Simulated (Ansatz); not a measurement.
Basis-set extrapolation for BClH$_{2}$O, SMILES `OBCl` (PBE0-D4/def2-TZVP geometry, frozen core, the Gaussian-basis code of Ansatz). Multiplicity 1, RHF reference.

```tsv
	def2-TZVPP	def2-QZVPP
HF	-560.363489	-560.381082
MP2 correlation	-0.529812	-0.575619
CCSD(T) correlation	-0.576750	-0.621036
```

Energies in hartree. Use E(X) = E(∞) + A·exp(−7.88·√X) for Hartree–Fock and E(X) = E(∞) + B·X^(−2.97) for correlation, with X = 3 and 4.

Q: What is the CCSD(T) energy at the basis-set limit?

A: HF limit: -560.381082 + (-0.017593) × 0.13774 = -560.38351. Correlation limit: -0.621036 + (-0.044286) × 0.74074 = -0.65384. Total: -561.03735 hartree, 60.9 kcal/mol below CCSD(T)/def2-TZVPP.
